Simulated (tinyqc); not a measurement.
Inside a calculation. Method: CCSD on RHF in the sto-6g basis, frozen core, for H2O, spin multiplicity 1. Computed by tinyqc, a small Python program that keeps every step (integrals from PySCF). Settings: charge = 0, multiplicity = 1, basis = sto-6g, method = RHF, frozen orbitals = 1, energy threshold = 1e-10, iteration cap = 65, orthogonalisation = symmetric, start = atomic densities, DIIS depth = 6, amplitude equations = CCSD, DIIS depth for amplitudes = 6, cap on updates = 70. Command: `OMP_NUM_THREADS=1 python tinyqc.py 21826 21827 out.jsonl` (the two numbers bound the seeds that draw the settings). One thread of a shared host (Intel(R) Xeon(R) Processor @ 2.60GHz), about 0.4 s of CPU time with the checks. The early iterations of the SCF are left out here.

## One-electron integrals

Geometry (angstrom):
```
atom,x,y,z
O,0.00000,0.00000,0.00000
H,0.00000,0.80000,0.67500
H,0.00000,-0.80000,0.67500
```

Basis sto-6g: exponents (1/bohr^2) and contraction coefficients of normalised primitives:
```
element,l (shell),exponent,coefficient
O,s (1),1355.58423,0.00916
O,s (1),248.54489,0.04936
O,s (1),69.53390,0.16854
O,s (1),23.88677,0.37056
O,s (1),9.27593,0.41649
O,s (1),3.82034,0.13033
O,s (2),52.18776,-0.01325
O,s (2),10.32932,-0.04699
O,s (2),3.21034,-0.03379
O,s (2),1.23514,0.25024
O,s (2),0.53642,0.59512
O,s (2),0.24588,0.24071
O,p (3),52.18776,0.00376
O,p (3),10.32932,0.03768
O,p (3),3.21034,0.17390
O,p (3),1.23514,0.41804
O,p (3),0.53642,0.42586
O,p (3),0.24588,0.10171
H,s (1),35.52322,0.00916
H,s (1),6.51314,0.04936
H,s (1),1.82214,0.16854
H,s (1),0.62596,0.37056
H,s (1),0.24308,0.41649
H,s (1),0.10011,0.13033
```

Overlap, kinetic and nuclear-attraction integrals over the contracted functions; the nuclear repulsion is the sum of Za Zb / Rab.

nuclear repulsion = 8.4196485 hartree

overlap S:
```
,1O 1s,1O 2s,1O 2px,1O 2py,1O 2pz,2H 1s,3H 1s
1O 1s,1.00000,0.23114,0.00000,0.00000,0.00000,0.04512,0.04512
1O 2s,0.23114,1.00000,0.00000,0.00000,0.00000,0.42012,0.42012
1O 2px,0.00000,0.00000,1.00000,0.00000,0.00000,0.00000,0.00000
1O 2py,0.00000,0.00000,0.00000,1.00000,0.00000,0.27533,-0.27533
1O 2pz,0.00000,0.00000,0.00000,0.00000,1.00000,0.23231,0.23231
2H 1s,0.04512,0.42012,0.00000,0.27533,0.23231,1.00000,0.22206
3H 1s,0.04512,0.42012,0.00000,-0.27533,0.23231,0.22206,1.00000
```

kinetic energy T (hartree):
```
,1O 1s,1O 2s,1O 2px,1O 2py,1O 2pz,2H 1s,3H 1s
1O 1s,29.32720,-0.89602,0.00000,0.00000,0.00000,-0.00497,-0.00497
1O 2s,-0.89602,0.84262,0.00000,0.00000,0.00000,0.08889,0.08889
1O 2px,0.00000,0.00000,2.53131,0.00000,0.00000,0.00000,0.00000
1O 2py,0.00000,0.00000,0.00000,2.53131,0.00000,0.16698,-0.16698
1O 2pz,0.00000,0.00000,0.00000,0.00000,2.53131,0.14089,0.14089
2H 1s,-0.00497,0.08889,0.00000,0.16698,0.14089,0.76852,0.00119
3H 1s,-0.00497,0.08889,0.00000,-0.16698,0.14089,0.00119,0.76852
```

nuclear attraction V (hartree):
```
,1O 1s,1O 2s,1O 2px,1O 2py,1O 2pz,2H 1s,3H 1s
1O 1s,-62.26943,-6.38500,0.00000,0.00000,-0.01771,-1.42628,-1.42628
1O 2s,-6.38500,-10.00362,0.00000,0.00000,-0.20247,-3.29113,-3.29113
1O 2px,0.00000,0.00000,-9.93517,0.00000,0.00000,0.00000,0.00000
1O 2py,0.00000,0.00000,0.00000,-10.05441,0.00000,-1.91359,1.91359
1O 2pz,-0.01771,-0.20247,0.00000,0.00000,-10.02006,-1.67640,-1.67640
2H 1s,-1.42628,-3.29113,0.00000,-1.91359,-1.67640,-5.51049,-1.33646
3H 1s,-1.42628,-3.29113,0.00000,1.91359,-1.67640,-1.33646,-5.51049
```

core Hamiltonian H = T + V (hartree):
```
,1O 1s,1O 2s,1O 2px,1O 2py,1O 2pz,2H 1s,3H 1s
1O 1s,-32.94223,-7.28102,0.00000,0.00000,-0.01771,-1.43125,-1.43125
1O 2s,-7.28102,-9.16101,0.00000,0.00000,-0.20247,-3.20225,-3.20225
1O 2px,0.00000,0.00000,-7.40386,0.00000,0.00000,0.00000,0.00000
1O 2py,0.00000,0.00000,0.00000,-7.52311,0.00000,-1.74661,1.74661
1O 2pz,-0.01771,-0.20247,0.00000,0.00000,-7.48875,-1.53552,-1.53552
2H 1s,-1.43125,-3.20225,0.00000,-1.74661,-1.53552,-4.74197,-1.33526
3H 1s,-1.43125,-3.20225,0.00000,1.74661,-1.53552,-1.33526,-4.74197
```

## Two-electron integrals

Functions are numbered as in S; the eight-fold symmetry (ij|kl) = (ji|kl) = (kl|ij) leaves the list below.

Two-electron integrals (ij|kl) in chemists' order, unique and non-zero (hartree):
```
i,j,k,l,(ij|kl)
1,1,1,1,4.78749
2,1,1,1,0.67588
2,1,2,1,0.12150
2,2,1,1,1.11738
2,2,2,1,0.24921
2,2,2,2,0.81738
3,1,3,1,0.02576
3,2,3,1,0.03914
3,2,3,2,0.18066
3,3,1,1,1.11738
3,3,2,1,0.24921
3,3,2,2,0.81738
3,3,3,3,0.88066
4,1,4,1,0.02576
4,2,4,1,0.03914
4,2,4,2,0.18066
4,3,4,3,0.04746
4,4,1,1,1.11738
4,4,2,1,0.24921
4,4,2,2,0.81738
4,4,3,3,0.78574
4,4,4,4,0.88066
5,1,5,1,0.02576
5,2,5,1,0.03914
5,2,5,2,0.18066
5,3,5,3,0.04746
5,4,5,4,0.04746
5,5,1,1,1.11738
5,5,2,1,0.24921
5,5,2,2,0.81738
5,5,3,3,0.78574
5,5,4,4,0.78574
5,5,5,5,0.88066
6,1,1,1,0.14064
6,1,2,1,0.02424
6,1,2,2,0.04863
6,1,3,3,0.04853
6,1,4,1,0.00091
6,1,4,2,0.00177
6,1,4,4,0.04871
6,1,5,1,0.00077
6,1,5,2,0.00150
6,1,5,4,0.00015
6,1,5,5,0.04866
6,1,6,1,0.00493
6,2,1,1,0.34529
6,2,2,1,0.07810
6,2,2,2,0.28406
6,2,3,3,0.27932
6,2,4,1,0.00478
6,2,4,2,0.03546
6,2,4,4,0.28763
6,2,5,1,0.00404
6,2,5,2,0.02992
6,2,5,4,0.00701
6,2,5,5,0.28524
6,2,6,1,0.01567
6,2,6,2,0.12337
6,3,3,1,0.00863
6,3,3,2,0.04874
6,3,4,3,0.00730
6,3,5,3,0.00616
6,3,6,3,0.01734
6,4,1,1,0.19179
6,4,2,1,0.04399
6,4,2,2,0.17066
6,4,3,3,0.16300
6,4,4,1,0.01098
6,4,4,2,0.06881
6,4,4,4,0.18249
6,4,5,1,0.00199
6,4,5,2,0.01693
6,4,5,4,0.01029
6,4,5,5,0.16648
6,4,6,1,0.00922
6,4,6,2,0.09011
6,4,6,4,0.08244
6,5,1,1,0.16182
6,5,2,1,0.03712
6,5,2,2,0.14399
6,5,3,3,0.13753
6,5,4,1,0.00199
6,5,4,2,0.01693
6,5,4,4,0.14166
6,5,5,1,0.01031
6,5,5,2,0.06303
6,5,5,4,0.01079
6,5,5,5,0.15279
6,5,6,1,0.00778
6,5,6,2,0.07603
6,5,6,4,0.05492
6,5,6,5,0.06368
6,6,1,1,0.49214
6,6,2,1,0.11340
6,6,2,2,0.47203
6,6,3,3,0.45329
6,6,4,1,0.00892
6,6,4,2,0.09068
6,6,4,4,0.48613
6,6,5,1,0.00753
6,6,5,2,0.07651
6,6,5,4,0.02771
6,6,5,5,0.47667
6,6,6,1,0.02297
6,6,6,2,0.26109
6,6,6,4,0.21766
6,6,6,5,0.18365
6,6,6,6,0.77500
7,1,1,1,0.14064
7,1,2,1,0.02424
7,1,2,2,0.04863
7,1,3,3,0.04853
7,1,4,1,-0.00091
7,1,4,2,-0.00177
7,1,4,4,0.04871
7,1,5,1,0.00077
7,1,5,2,0.00150
7,1,5,4,-0.00015
7,1,5,5,0.04866
7,1,6,1,0.00486
7,1,6,2,0.01517
7,1,6,4,0.00814
7,1,6,5,0.00754
7,1,6,6,0.02198
7,1,7,1,0.00493
7,2,1,1,0.34529
7,2,2,1,0.07810
7,2,2,2,0.28406
7,2,3,3,0.27932
7,2,4,1,-0.00478
7,2,4,2,-0.03546
7,2,4,4,0.28763
7,2,5,1,0.00404
7,2,5,2,0.02992
7,2,5,4,-0.00701
7,2,5,5,0.28524
7,2,6,1,0.01517
7,2,6,2,0.10043
7,2,6,4,0.05057
7,2,6,5,0.06023
7,2,6,6,0.17439
7,2,7,1,0.01567
7,2,7,2,0.12337
7,3,3,1,0.00863
7,3,3,2,0.04874
7,3,4,3,-0.00730
7,3,5,3,0.00616
7,3,6,3,0.01369
7,3,7,3,0.01734
7,4,1,1,-0.19179
7,4,2,1,-0.04399
7,4,2,2,-0.17066
7,4,3,3,-0.16300
7,4,4,1,0.01098
7,4,4,2,0.06881
7,4,4,4,-0.18249
7,4,5,1,-0.00199
7,4,5,2,-0.01693
7,4,5,4,0.01029
7,4,5,5,-0.16648
7,4,6,1,-0.00814
7,4,6,2,-0.05057
7,4,6,4,-0.01227
7,4,6,5,-0.02966
7,4,6,6,-0.07819
7,4,7,1,-0.00922
7,4,7,2,-0.09011
7,4,7,4,0.08244
7,5,1,1,0.16182
7,5,2,1,0.03712
7,5,2,2,0.14399
7,5,3,3,0.13753
7,5,4,1,-0.00199
7,5,4,2,-0.01693
7,5,4,4,0.14166
7,5,5,1,0.01031
7,5,5,2,0.06303
7,5,5,4,-0.01079
7,5,5,5,0.15279
7,5,6,1,0.00754
7,5,6,2,0.06023
7,5,6,4,0.02966
7,5,6,5,0.04923
7,5,6,6,0.11447
7,5,7,1,0.00778
7,5,7,2,0.07603
7,5,7,4,-0.05492
7,5,7,5,0.06368
7,6,1,1,0.13192
7,6,2,1,0.03016
7,6,2,2,0.11929
7,6,3,3,0.11642
7,6,4,4,0.11855
7,6,5,1,0.00243
7,6,5,2,0.02149
7,6,5,5,0.12289
7,6,6,1,0.00599
7,6,6,2,0.05207
7,6,6,4,0.03283
7,6,6,5,0.03608
7,6,6,6,0.11550
7,6,7,1,0.00599
7,6,7,2,0.05207
7,6,7,4,-0.03283
7,6,7,5,0.03608
7,6,7,6,0.02733
7,7,1,1,0.49214
7,7,2,1,0.11340
7,7,2,2,0.47203
7,7,3,3,0.45329
7,7,4,1,-0.00892
7,7,4,2,-0.09068
7,7,4,4,0.48613
7,7,5,1,0.00753
7,7,5,2,0.07651
7,7,5,4,-0.02771
7,7,5,5,0.47667
7,7,6,1,0.02198
7,7,6,2,0.17439
7,7,6,4,0.07819
7,7,6,5,0.11447
7,7,6,6,0.32607
7,7,7,1,0.02297
7,7,7,2,0.26109
7,7,7,4,-0.21766
7,7,7,5,0.18365
7,7,7,6,0.11550
7,7,7,7,0.77500
```

## Orthogonalisation

S = U s U^T; symmetric (Loewdin) form X = U s^(-1/2) U^T, so that X^T S X = 1.

eigenvalues of S: 0.40019  0.48407  0.88425  1.00000  1.09905  1.29387  1.83858

X:
```
,1O 1s,1O 2s,1O 2px,1O 2py,1O 2pz,2H 1s,3H 1s
1O 1s,1.02252,-0.13470,0.00000,0.00000,-0.00815,0.01826,0.01826
1O 2s,-0.13470,1.18519,0.00000,0.00000,0.08908,-0.24662,-0.24662
1O 2px,0.00000,0.00000,1.00000,0.00000,0.00000,0.00000,0.00000
1O 2py,0.00000,0.00000,0.00000,1.08169,0.00000,-0.18978,0.18978
1O 2pz,-0.00815,0.08908,0.00000,0.00000,1.04829,-0.13413,-0.13413
2H 1s,0.01826,-0.24662,0.00000,-0.18978,-0.13413,1.15716,-0.07758
3H 1s,0.01826,-0.24662,0.00000,0.18978,-0.13413,-0.07758,1.15716
```

## Iteration 8 (converged): orbitals

converged F (hartree):
```
,1O 1s,1O 2s,1O 2px,1O 2py,1O 2pz,2H 1s,3H 1s
1O 1s,-20.51864,-4.96473,0.00000,0.00000,-0.02651,-0.97719,-0.97719
1O 2s,-4.96473,-2.32204,0.00000,0.00000,-0.09624,-0.87259,-0.87259
1O 2px,0.00000,0.00000,-0.39673,0.00000,0.00000,0.00000,0.00000
1O 2py,0.00000,0.00000,0.00000,-0.26823,0.00000,-0.36303,0.36303
1O 2pz,-0.02651,-0.09624,0.00000,0.00000,-0.31081,-0.35474,-0.35474
2H 1s,-0.97719,-0.87259,0.00000,-0.36303,-0.35474,-0.47658,-0.31721
3H 1s,-0.97719,-0.87259,0.00000,0.36303,-0.35474,-0.31721,-0.47658
```

Diagonalise F' = X^T F X, C = X C', fill 5 alpha and 5 beta electrons from the bottom; D = 2 C_occ C_occ^T. Each column has its largest component positive (the first on a tie).

F' = X^T F X (hartree):
```
,1,2,3,4,5,6,7
1,-20.19223,-2.50350,0.00000,0.00000,-0.04736,-0.15008,-0.15008
2,-2.50350,-1.24597,0.00000,0.00000,0.11018,-0.44055,-0.44055
3,0.00000,0.00000,-0.39673,0.00000,0.00000,0.00000,0.00000
4,0.00000,0.00000,0.00000,-0.02723,0.00000,-0.41860,0.41860
5,-0.04736,0.11018,0.00000,0.00000,-0.16327,-0.32233,-0.32233
6,-0.15008,-0.44055,0.00000,-0.41860,-0.32233,-0.00992,-0.08788
7,-0.15008,-0.44055,0.00000,0.41860,-0.32233,-0.08788,-0.00992
```

orbital energies (hartree): MO1 -20.52167, MO2 -1.24052, MO3 -0.56896, MO4 -0.45885, MO5 -0.39673, MO6 0.52177, MO7 0.61969

coefficients C:
```
,MO1,MO2,MO3,MO4,MO5,MO6,MO7
1O 1s,0.99679,-0.22505,0.00000,0.09251,0.00000,-0.10788,0.00000
1O 2s,0.01479,0.86949,0.00000,-0.51057,0.00000,0.73177,0.00000
1O 2px,0.00000,0.00000,0.00000,0.00000,1.00000,0.00000,0.00000
1O 2py,0.00000,0.00000,0.61681,0.00000,0.00000,0.00000,0.92823
1O 2pz,0.00274,0.10444,0.00000,0.74509,0.00000,0.75949,0.00000
2H 1s,-0.00312,0.14565,0.44942,0.31632,0.00000,-0.73526,-0.77223
3H 1s,-0.00312,0.14565,-0.44942,0.31632,0.00000,-0.73526,0.77223
```

D after iteration 8:
```
,1O 1s,1O 2s,1O 2px,1O 2py,1O 2pz,2H 1s,3H 1s
1O 1s,2.10558,-0.45636,0.00000,0.00000,0.09631,-0.01324,-0.01324
1O 2s,-0.45636,2.03382,0.00000,0.00000,-0.57913,-0.06981,-0.06981
1O 2px,0.00000,0.00000,2.00000,0.00000,0.00000,0.00000,0.00000
1O 2py,0.00000,0.00000,0.00000,0.76091,0.00000,0.55441,-0.55441
1O 2pz,0.09631,-0.57913,0.00000,0.00000,1.13214,0.50178,0.50178
2H 1s,-0.01324,-0.06981,0.00000,0.55441,0.50178,0.64652,-0.16139
3H 1s,-0.01324,-0.06981,0.00000,-0.55441,0.50178,-0.16139,0.64652
```

## Convergence

Stop when the energy changes by less than 1e-10 hartree and every element of the error matrix X^T (F D S - S D F) X is below 3e-06.

Course of the cycle:
```
iteration,E (hartree),change,largest element of the error matrix
1,-76.0082519,-,1.09e+00
2,-75.6300611,3.78e-01,1.96e-01
3,-75.6733173,-4.33e-02,2.39e-02
4,-75.6740964,-7.79e-04,4.59e-03
5,-75.6741263,-2.99e-05,1.81e-04
6,-75.6741264,-1.14e-07,5.94e-05
7,-75.6741264,-1.49e-08,2.50e-07
8,-75.6741264,-8.53e-14,2.03e-10
```

PySCF RHF in the same basis = -75.6741264 hartree

Converged in 8 iterations.

## Integrals over molecular orbitals

(pq|rs) = sum C_ip C_jq C_kr C_ls (ij|kl), one index at a time.

one-electron integrals over orbitals h = C^T H C (hartree):
```
,1,2,3,4,5,6,7
1,-32.92932,0.57241,0.00000,-0.22894,0.00000,0.27909,0.00000
2,0.57241,-7.64823,0.00000,0.51540,0.00000,-1.30574,0.00000
3,0.00000,0.00000,-6.17503,0.00000,0.00000,0.00000,-1.73606
4,-0.22894,0.51540,0.00000,-6.75060,0.00000,-1.23475,0.00000
5,0.00000,0.00000,0.00000,0.00000,-7.40386,0.00000,0.00000
6,0.27909,-1.30574,0.00000,-1.23475,0.00000,-5.38451,0.00000
7,0.00000,0.00000,-1.73606,0.00000,0.00000,0.00000,-5.53721
```

Two-electron integrals over orbitals (pq|rs), unique and non-zero (hartree); the lowest 1 orbital is frozen and left out:
```
p,q,r,s,(pq|rs)
2,2,2,2,0.72761
3,2,3,2,0.13554
3,3,2,2,0.63071
3,3,3,3,0.61235
4,2,2,2,-0.01408
4,2,3,3,0.00411
4,2,4,2,0.12857
4,3,3,2,0.02398
4,3,4,3,0.05300
4,4,2,2,0.66693
4,4,3,3,0.58092
4,4,4,2,-0.09812
4,4,4,4,0.72929
5,2,5,2,0.14834
5,3,5,3,0.02763
5,4,5,2,-0.04623
5,4,5,4,0.05150
5,5,2,2,0.75326
5,5,3,3,0.61575
5,5,4,2,-0.07837
5,5,4,4,0.70420
5,5,5,5,0.88066
6,2,2,2,0.13917
6,2,3,3,0.07313
6,2,4,2,0.02677
6,2,4,4,0.07134
6,2,5,5,0.14933
6,2,6,2,0.09919
6,3,3,2,-0.03520
6,3,4,3,-0.03348
6,3,6,3,0.07061
6,4,2,2,0.11444
6,4,3,3,0.04770
6,4,4,2,-0.04739
6,4,4,4,0.13007
6,4,5,5,0.13820
6,4,6,2,0.05989
6,4,6,4,0.08867
6,5,5,2,0.05365
6,5,5,4,0.00308
6,5,6,5,0.03587
6,6,2,2,0.60796
6,6,3,3,0.56203
6,6,4,2,0.05083
6,6,4,4,0.55146
6,6,5,5,0.58762
6,6,6,2,0.09826
6,6,6,4,0.05002
6,6,6,6,0.59534
7,2,3,2,0.04875
7,2,4,3,-0.03337
7,2,6,3,0.03254
7,2,7,2,0.06509
7,3,2,2,0.15289
7,3,3,3,0.08987
7,3,4,2,-0.08047
7,3,4,4,0.14629
7,3,5,5,0.19676
7,3,6,2,0.07176
7,3,6,4,0.09479
7,3,6,6,0.04239
7,3,7,3,0.15848
7,4,3,2,-0.07581
7,4,4,3,-0.00822
7,4,6,3,0.05024
7,4,7,2,-0.01629
7,4,7,4,0.07157
7,5,5,3,0.02377
7,5,7,5,0.02433
7,6,3,2,0.08954
7,6,4,3,0.05698
7,6,6,3,-0.06312
7,6,7,2,-0.00752
7,6,7,4,-0.06083
7,6,7,6,0.11325
7,7,2,2,0.61309
7,7,3,3,0.59416
7,7,4,2,-0.01486
7,7,4,4,0.58736
7,7,5,5,0.61144
7,7,6,2,0.06443
7,7,6,4,0.04501
7,7,6,6,0.56000
7,7,7,3,0.08918
7,7,7,7,0.60310
```

## CCSD: starting amplitudes

t_ij^ab = <ij||ab> / (e_i + e_j - e_a - e_b), whose energy is MP2.

Starting amplitudes (spin orbitals 1a, 1b, ...; amplitudes related by a flip of all spins are not repeated):
```
from,to,t
3a 3b,7a 7b,-0.06666
4a 4b,6a 6b,-0.04521
3a 4b,6b 7a,0.04370
4a 4b,7a 7b,-0.03318
3a 3b,6a 6b,-0.03237
2a 2b,6a 6b,-0.02814
2a 3b,6a 7b,-0.02432
3a 4b,6a 7b,-0.02316
2a 4b,6a 6b,-0.02184
3a 4a,6a 7a,0.02054
5a 5b,6a 6b,-0.01953
2a 2b,7a 7b,-0.01749
2a 3a,6a 7a,-0.01329
5a 5b,7a 7b,-0.01197
2a 3b,6b 7a,0.01103
2a 4b,7a 7b,0.00554
```

correlation energy = -0.0446425 hartree

## CCSD: amplitude update 1

t_i^a D_i^a and t_ij^ab D_ij^ab are set to the remaining terms of the spin-orbital equations, evaluated with the old amplitudes; for the doubles these are <ij||ab> + 1/2 <ab||ef> t_ij^ef + 1/2 <mn||ij> t_mn^ab + P(ij)P(ab) <mb||ej> t_im^ae + terms in t^2 + terms with t1, D the orbital-energy denominators.

Amplitudes after update 1 (spin orbitals 1a, 1b, ...; amplitudes related by a flip of all spins are not repeated):
```
from,to,t
3a 3b,7a 7b,-0.08482
4a 4b,6a 6b,-0.05669
3a 4b,6b 7a,0.05627
3a 3b,6a 6b,-0.04466
4a 4b,7a 7b,-0.04391
3a 4b,6a 7b,-0.03546
2a 2b,6a 6b,-0.03193
2a 4b,6a 6b,-0.03064
2a 3b,6a 7b,-0.03036
5a 5b,6a 6b,-0.02413
3a 4a,6a 7a,0.02081
2a 2b,7a 7b,-0.01889
2a 3b,6b 7a,0.01759
5a 5b,7a 7b,-0.01287
2a 3a,6a 7a,-0.01277
4a,6a,-0.00772
2a 4b,7a 7b,0.00457
3a,7a,-0.00353
2a,6a,0.00043
```

correlation energy = -0.0567343 hartree

## CCSD: convergence

E_corr = 1/4 sum <ij||ab> t_ij^ab + 1/2 sum <ij||ab> t_i^a t_j^b; stop when the norm of the change is below 1e-8.

Course of the amplitude iterations:
```
update,correlation energy (hartree),norm of the change
0,-0.0446425,-
1,-0.0567343,8.34e-02
2,-0.0606878,3.29e-02
3,-0.0632538,1.44e-02
4,-0.0632562,1.82e-03
5,-0.0632666,4.51e-04
6,-0.0632661,3.11e-05
7,-0.0632663,7.52e-06
8,-0.0632663,1.14e-06
9,-0.0632663,1.76e-07
10,-0.0632663,5.35e-08
11,-0.0632663,1.30e-08
12,-0.0632663,3.00e-09
```

Converged amplitudes (spin orbitals 1a, 1b, ...; amplitudes related by a flip of all spins are not repeated):
```
from,to,t
3a 3b,7a 7b,-0.09479
4a 4b,6a 6b,-0.06642
3a 4b,6b 7a,0.06392
3a 3b,6a 6b,-0.05115
4a 4b,7a 7b,-0.05113
3a 4b,6a 7b,-0.04702
2a 4b,6a 6b,-0.03586
2a 2b,6a 6b,-0.03264
2a 3b,6a 7b,-0.03176
5a 5b,6a 6b,-0.02618
2a 3b,6b 7a,0.02203
2a 2b,7a 7b,-0.01794
4a,6a,-0.01720
3a 4a,6a 7a,0.01690
5a 5b,7a 7b,-0.01171
2a 3a,6a 7a,-0.00973
3a,7a,-0.00382
2a 4b,7a 7b,0.00302
2a,6a,0.00224
```

CCSD total energy = -75.7373928 hartree

T1 diagnostic, norm of the one-spin t1 over sqrt(correlated electrons) = 0.00628

Converged in 12 updates, with DIIS from the third.
